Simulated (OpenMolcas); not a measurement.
**CHF2 (difluoromethyl radical), step by step**

Aim: a single-point energy (UHF/STO-3G), then a single-point energy (CASSCF(3,3)/STO-3G), then the energy (CASPT2(3,3)/STO-3G), then the energy (SC-NEVPT2(3,3)/STO-3G), then a single-point energy (MRCI(3,3)/STO-3G) of CHF2 (difluoromethyl radical). 

Program for the calculation: OpenMolcas 26.06.

3 further runs of the same task are left out: 1 that didn't finish, 2 set aside as unsound or not needed.

### Step 1. The structure to begin with

CHF2 has 4 atoms, charge 0, and is taken as a doublet. As SMILES, `F[CH]F`. The F1–C2 distance was set to 2.641 Å, away from the relaxed value. At this shape a bond of the SMILES string is far longer than usual.

Bond lengths: C2–F3 1.321 Å, C2–H4 1.090 Å. Angles: F3–C2–H4 114.3°.

### Step 2. A single-point energy at UHF/STO-3G (run 1)

The input, step1.inp:

```
* CHF2 Hartree-Fock

&gateway
  baslib = $CurrDir
  coord
  4
  angstrom
  F       -2.455037       0.465806      -0.527811
  C        0.038600       0.063400       0.244400
  F        0.433100      -1.166800      -0.029600
  H        0.736500       0.838700      -0.073100
  basis = STO-3G
  group = NoSym

&seward

&scf
  uhf
  spin = 2
  scramble = 0.25
  prorbitals = 1 1
```

The basis set STO-3G is read from a file made from the Basis Set Exchange's data (not shown).

The run is started by

```sh
export MOLCAS_MEM=1860
pymolcas step1.inp > step1.log
```

The log of the run:

```text
--- Start Module: gateway ---
[...]
--- Stop Module: gateway /rc=_RC_ALL_IS_WELL_ ---
--- Start Module: seward ---
[...]
      Basis functions           16
--- Stop Module: seward /rc=_RC_ALL_IS_WELL_ ---
--- Start Module: scf ---
[...]
       Convergence after  37 Iterations
[...]
::    Total SCF energy                               -233.8757117056
[...]
      Total spin, S                                     0.7811983806
[...]
      Total electronic charge=   25.000000
      Total            charge=   -0.000000
[...]
      Dipole Moment (debye):
      Origin of the operator (angstrom)=   -0.7295   -0.2296   -0.1516
                   X=  7.1032E-01               Y=  4.4452E-01               Z= -3.1395E-01           Total=  8.9483E-01
      Quadrupole Moment (debye*angstrom):
[...]
--- Stop Module: scf /rc=_RC_ALL_IS_WELL_ ---
[...]
```

It took 1.3 s on 1 thread of Intel Xeon 6975P-C (Granite Rapids), shared host; peak memory 0.37 GiB.

### Step 3. The energy at CASSCF(3,3)/STO-3G (run 2)

The input, step2.inp:

```
>>> EXPORT MOLCAS_PRINT=2
&GATEWAY
BasLib=$CurrDir
Coord
4
angstrom
F       -2.455037       0.465806      -0.527811
C        0.038600       0.063400       0.244400
F        0.433100      -1.166800      -0.029600
H        0.736500       0.838700      -0.073100
Basis=STO-3G
Group=NoSym
&SEWARD
&RASSCF
FileOrb=$CurrDir/step1.UnaOrb
Spin=2
Nactel=3 0 0
Inactive=11
Ras2=3
OrbListing=Nothing
```

The basis set STO-3G is read from a file made from the Basis Set Exchange's data (not shown).

The run is started by

```sh
export MOLCAS_MEM=1860
pymolcas step2.inp > step2.log
```

The log of the run:

```text
--- Start Module: gateway ---
[...]
--- Stop Module: gateway /rc=_RC_ALL_IS_WELL_ ---
--- Start Module: seward ---
[...]
      Basis functions           16
--- Stop Module: seward /rc=_RC_ALL_IS_WELL_ ---
--- Start Module: rasscf ---
[...]
      Number of active orbitals                  3
[...]
      Spin quantum number                      0.5
[...]
      Active orbitals                            3
[...]
      Number of CSFs                             8
[...]
      Number of root(s) required                 1
[...]
      Convergence after 16 iterations
[...]
      printout of CI-coefficients larger than  0.05 for root  1
      energy=    -233.885520
      conf/sym  111     Coeff  Weight
             2  u20   0.11819 0.01397
             3  20u  -0.71933 0.51744
             5  02u   0.56513 0.31937
             6  uud   0.36493 0.13318
             7  u02  -0.05402 0.00292
             8  0u2  -0.10605 0.01125
      Natural orbitals and occupation numbers for root  1
      sym 1:   1.188690   0.812987   0.998323
      ************************************************************************************************************************
      *                                                    Final results                                                     *
[...]
::    RASSCF root number  1 Total energy:   -233.88552018
[...]
      Total electronic charge=   25.000000
      Total            charge=   -0.000000
[...]
      Dipole Moment (debye):
      Origin of the operator (angstrom)=   -0.7295   -0.2296   -0.1516
                   X=  5.6998E-02               Y=  7.0953E-01               Z=  4.0931E-02           Total=  7.1299E-01
      Quadrupole Moment (debye*angstrom):
[...]
--- Stop Module: rasscf /rc=_RC_ALL_IS_WELL_ ---
[...]
```

Run time: 1.1 s. Hardware: 1 thread of Intel Xeon 6975P-C (Granite Rapids), shared host; peak memory 0.37 GiB.

### Step 4. The energy at CASPT2(3,3)/STO-3G (run 3)

The input, step3.inp:

```
&GATEWAY
BasLib=$CurrDir
Coord
4
angstrom
F       -2.455037       0.465806      -0.527811
C        0.038600       0.063400       0.244400
F        0.433100      -1.166800      -0.029600
H        0.736500       0.838700      -0.073100
Basis=STO-3G
Group=NoSym
&SEWARD
&RASSCF
FileOrb=$CurrDir/step2.RasOrb
Spin=2
Nactel=3 0 0
Inactive=11
Ras2=3
OrbListing=Nothing
&CASPT2
Imaginary=0.1
Frozen=3
```

The basis set STO-3G is read from a file made from the Basis Set Exchange's data (not shown).

The run is started by

```sh
export MOLCAS_MEM=1860
pymolcas step3.inp > step3.log
```

The log of the run:

```text
--- Start Module: gateway ---
[...]
--- Stop Module: gateway /rc=_RC_ALL_IS_WELL_ ---
[...]
      Basis functions           16
[...]
--- Start Module: rasscf ---
[...]
      Number of active orbitals                  3
[...]
      Spin quantum number                      0.5
[...]
      Active orbitals                            3
[...]
      Number of CSFs                             8
[...]
      Number of root(s) required                 1
[...]
      Convergence after  4 iterations
[...]
      printout of CI-coefficients larger than  0.05 for root  1
      energy=    -233.885520
      conf/sym  111     Coeff  Weight
             2  u20   0.11820 0.01397
             3  20u  -0.71933 0.51744
             5  02u   0.56513 0.31937
             6  uud   0.36493 0.13317
             7  u02  -0.05402 0.00292
             8  0u2  -0.10605 0.01125
      Natural orbitals and occupation numbers for root  1
      sym 1:   1.188690   0.812987   0.998323
      ************************************************************************************************************************
      *                                                    Final results                                                     *
[...]
::    RASSCF root number  1 Total energy:   -233.88552018
[...]
      Total electronic charge=   25.000000
      Total            charge=   -0.000000
[...]
      Dipole Moment (debye):
      Origin of the operator (angstrom)=   -0.7295   -0.2296   -0.1516
                   X=  5.6986E-02               Y=  7.0952E-01               Z=  4.0936E-02           Total=  7.1298E-01
      Quadrupole Moment (debye*angstrom):
[...]
--- Start Module: caspt2 ---
[...]
      E2 (Variational):          -0.0480522502
      Total energy:            -233.9335724269
[...]
      Reference weight:           0.97895
[...]
::    CASPT2 Root  1     Total energy:   -233.93357243
[...]
```

It took 1 s on 1 thread of Intel Xeon 6975P-C (Granite Rapids), shared host; peak memory 0.37 GiB.

### Step 5. A single-point energy at SC-NEVPT2(3,3)/STO-3G (run 4)

The input, step4.input:

```
&GATEWAY
  BASLIB=$CurrDir
  COORD
  4
  angstrom
  F       -2.455037       0.465806      -0.527811
  C        0.038600       0.063400       0.244400
  F        0.433100      -1.166800      -0.029600
  H        0.736500       0.838700      -0.073100
  BASIS=STO-3G
  GROUP=NoSym

&SEWARD

&RASSCF
  FILEORB=$CurrDir/step2.RasOrb
  SPIN=2
  NACTEL=3 0 0
  INACTIVE=11
  RAS2=3
  ORBLISTING=Nothing

&CASPT2
  SC-NEVPT2
  FROZEN=3
```

The basis set STO-3G is read from a file made from the Basis Set Exchange's data (not shown).

The run is started by

```sh
export MOLCAS_MEM=1860
pymolcas step4.input > step4.log
```

The log of the run:

```text
--- Start Module: gateway ---
[...]
--- Stop Module: gateway /rc=_RC_ALL_IS_WELL_ ---
[...]
      Basis functions           16
[...]
      Number of active orbitals                  3
[...]
      Spin quantum number                      0.5
[...]
      Active orbitals                            3
[...]
      Number of CSFs                             8
[...]
      Number of root(s) required                 1
[...]
      Convergence after  4 iterations
[...]
      printout of CI-coefficients larger than  0.05 for root  1
      energy=    -233.885520
      conf/sym  111     Coeff  Weight
             2  u20   0.11820 0.01397
             3  20u  -0.71933 0.51744
             5  02u   0.56513 0.31937
             6  uud   0.36493 0.13317
             7  u02  -0.05402 0.00292
             8  0u2  -0.10605 0.01125
      Natural orbitals and occupation numbers for root  1
      sym 1:   1.188690   0.812987   0.998323
      ************************************************************************************************************************
      *                                                    Final results                                                     *
[...]
::    RASSCF root number  1 Total energy:   -233.88552018
[...]
      Total electronic charge=   25.000000
      Total            charge=   -0.000000
[...]
      Dipole Moment (debye):
      Origin of the operator (angstrom)=   -0.7295   -0.2296   -0.1516
                   X=  5.6986E-02               Y=  7.0952E-01               Z=  4.0936E-02           Total=  7.1298E-01
      Quadrupole Moment (debye*angstrom):
[...]
      E2 (Variational):          -0.0455325749
[...]
      E2 (Variational):          -0.0455091015
      Total energy:            -233.9310292781
[...]
      Reference weight:           0.98140
[...]
::    SC-NEVPT2 Root  1     Total energy:   -233.93102928
[...]
```

Run time: 1 s. Hardware: 1 thread of Intel Xeon 6975P-C (Granite Rapids), shared host; peak memory 0.37 GiB.

### Step 6. The energy at MRCI(3,3)/STO-3G (run 5)

The input, step5.inp:

```
>>> EXPORT MOLCAS_PRINT=2

&GATEWAY
 BasLib=$CurrDir
 Coord
 4
 angstrom
 F       -2.455037       0.465806      -0.527811
 C        0.038600       0.063400       0.244400
 F        0.433100      -1.166800      -0.029600
 H        0.736500       0.838700      -0.073100
 Basis=STO-3G
 Group=NoSym

&SEWARD

&RASSCF
 FileOrb=$CurrDir/step2.RasOrb
 Spin=2
 Nactel=3 0 0
 Inactive=11
 Ras2=3
 OrbListing=Nothing

&MOTRA
 LumOrb
 Frozen=3

&GUGA
 Electrons=19
 Spin=2
 Inactive=8
 Active=3
 CIAll=1

&MRCI
 SDCI
```

The basis set STO-3G is read from a file made from the Basis Set Exchange's data (not shown).

The run is started by

```sh
export MOLCAS_MEM=1860
pymolcas step5.inp > step5.log
```

The log of the run:

```text
--- Start Module: gateway ---
[...]
--- Stop Module: gateway /rc=_RC_ALL_IS_WELL_ ---
[...]
      Basis functions           16
[...]
      Number of active orbitals                  3
[...]
      Spin quantum number                      0.5
[...]
      Active orbitals                            3
[...]
      Number of CSFs                             8
[...]
      Number of root(s) required                 1
[...]
      Convergence after  4 iterations
[...]
      printout of CI-coefficients larger than  0.05 for root  1
      energy=    -233.885520
      conf/sym  111     Coeff  Weight
             2  u20   0.11820 0.01397
             3  20u  -0.71933 0.51744
             5  02u   0.56513 0.31937
             6  uud   0.36493 0.13317
             7  u02  -0.05402 0.00292
             8  0u2  -0.10605 0.01125
      Natural orbitals and occupation numbers for root  1
      sym 1:   1.188690   0.812987   0.998323
      ************************************************************************************************************************
      *                                                    Final results                                                     *
[...]
::    RASSCF root number  1 Total energy:   -233.88552018
[...]
      Dipole Moment (debye):
      Origin of the operator (angstrom)=   -0.7295   -0.2296   -0.1516
                   X=  5.6986E-02               Y=  7.0952E-01               Z=  4.0936E-02           Total=  7.1298E-01
      Quadrupole Moment (debye*angstrom):
[...]
       (But an ACPF correction will be computed)
       USE THE DEFAULT ACPF G-VALUE GFAC=  0.10526315789473684
[...]
                      CI ENERGY:  -233.94977246
[...]
                ACPF CORRECTION:    -0.00317919
[...]
     ACPF CORRECTION:     -0.00317919
[...]
  CI State   1     Total energy:   -233.94977246     QDav:     -0.00357401     QACPF:     -0.00317919
[...]
```

Run time: 1.7 s. Hardware: 1 thread of Intel Xeon 6975P-C (Granite Rapids), shared host; peak memory 0.37 GiB.

### Step 7. Results

```
                                                    quantity          value
                             run 1, UHF/STO-3G: total energy  -233.87571 Eh
                            run 1, UHF/STO-3G: dipole moment         0.89 D
       run 1, UHF/STO-3G: HOMO energy (highest over α and β)       -8.83 eV
        run 1, UHF/STO-3G: LUMO energy (lowest over α and β)        7.43 eV
                                     run 1, UHF/STO-3G: ⟨S²⟩          1.391
                     run 2, CASSCF(3,3)/STO-3G: total energy  -233.88552 Eh
   run 2, CASSCF(3,3)/STO-3G: dipole moment (CASSCF density)         0.71 D
                     run 3, CASPT2(3,3)/STO-3G: total energy  -233.93357 Eh
   run 3, CASPT2(3,3)/STO-3G: dipole moment (CASSCF density)         0.71 D
                  run 4, SC-NEVPT2(3,3)/STO-3G: total energy  -233.93103 Eh
run 4, SC-NEVPT2(3,3)/STO-3G: dipole moment (CASSCF density)         0.71 D
                       run 5, MRCI(3,3)/STO-3G: total energy  -233.94977 Eh
     run 5, MRCI(3,3)/STO-3G: dipole moment (CASSCF density)         0.71 D
```

What this shows: ⟨S²⟩ (run 1, UHF/STO-3G) is 1.39 where a pure doublet has 0.75: the reference is spin-contaminated. The run (run 1, UHF/STO-3G) may have ended on a state above the lowest. Mulliken charges (run 2, CASSCF(3,3)/STO-3G) run from -0.13 on F3 to +0.07 on C2. Mulliken charges (run 5, MRCI(3,3)/STO-3G) of the CASSCF density run from -0.13 on F3 to +0.07 on C2; they depend strongly on the basis.
